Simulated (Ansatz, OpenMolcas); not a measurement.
# How basis sets differ on SiCl (SMILES [Si]Cl)

SiCl, doublet, SMILES `[Si]Cl`. Each level relaxes the structure for itself.

Quantity: the harmonic wavenumber, in cm⁻¹. The values are calculated.

```csv
level,kind,program,value (cm⁻¹)
UHF/STO-3G,Hartree–Fock,Ansatz,596
UHF/3-21G,Hartree–Fock,Ansatz,432
UHF/6-31G* (Cartesian functions),Hartree–Fock,Ansatz,530
UHF/cc-pVTZ,Hartree–Fock,OpenMolcas,529
```

Harmonic and unscaled. The values span 432 to 596 cm⁻¹.
